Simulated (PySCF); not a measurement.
Rows and methods have been separated. Pair them.

Compound: acetyl fluoride, C2H3FO.
Atom-mapped SMILES: `[CH3:1][C:2](=[O:3])[F:4]` (hydrogens: H5, H6, H7 on C1)

Geometry (PBE0-D3(BJ)/def2-SVP, Å), atoms numbered from 1 in this order:
```
atom  x, y, z in Å
C1    -0.6385   -0.0712   -0.1213
C2     0.8356   -0.0390    0.1041
O3     1.6403   -0.8657   -0.1543
F4     1.2071    1.1257    0.6632
H5    -1.1682    0.2082    0.8002
H6    -0.9443   -1.0677   -0.4577
H7    -0.9003    0.6758   -0.8862
```

The closed-shell ground state was solved 4 times with PySCF (density fitting, gas phase), always in the pcSseg-2 basis (186 functions), with these functionals: B3LYP, HF, OPBE and PBE0.

| row | total energy (Eh) | HOMO (eV) | LUMO (eV) | dipole (D) |
| --- | --- | --- | --- | --- |
| P | -251.8972 | -13.36 | 2.44 | 3.33 |
| Q | -253.0822 | -7.23 | -1.49 | 2.84 |
| R | -252.9355 | -9.02 | -0.45 | 3.01 |
| S | -253.2105 | -8.77 | -0.78 | 3.01 |

Problem. Which functional belongs to which row?

Solution. P = HF, Q = OPBE, R = PBE0, S = B3LYP. By rising HOMO–LUMO gap: OPBE (GGA) 5.74 eV; B3LYP (global hybrid, 20 % exact exchange) 7.99 eV; PBE0 (global hybrid, 25 % exact exchange) 8.57 eV; HF (all exact exchange) 15.80 eV. Total energies of different functionals aren't bounds to one another; each is stationary for its own functional.
